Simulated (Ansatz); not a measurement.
System: rock-salt LiH. Method: PBEsol (PAW; Ansatz, a quantum-chemistry and plane-wave program).

Total energies, extrapolated to zero smearing (they compare only within this program, potentials and cutoff; free atoms with spin allowed, lowest state found):

```
system                  energy (eV/atom)
----------------------  ----------------
rock-salt LiH, relaxed         -109.7523
free Li atom                   -201.3182
free H atom                     -13.2985
```

Problem. Work out the cohesive energy per atom.

Solution. E_coh = [1 × (-201.3182) + 1 × (-13.2985)]/2 − (-109.7523) = 2.44 eV/atom. The reference value is 2.49 eV/atom (measured, static lattice: zero-point vibration energy added; as tabulated in Mejia-Rodriguez and Trickey (2018), arXiv:1807.09216), a difference of -0.05 eV/atom.

The PAW data were made under PBE.
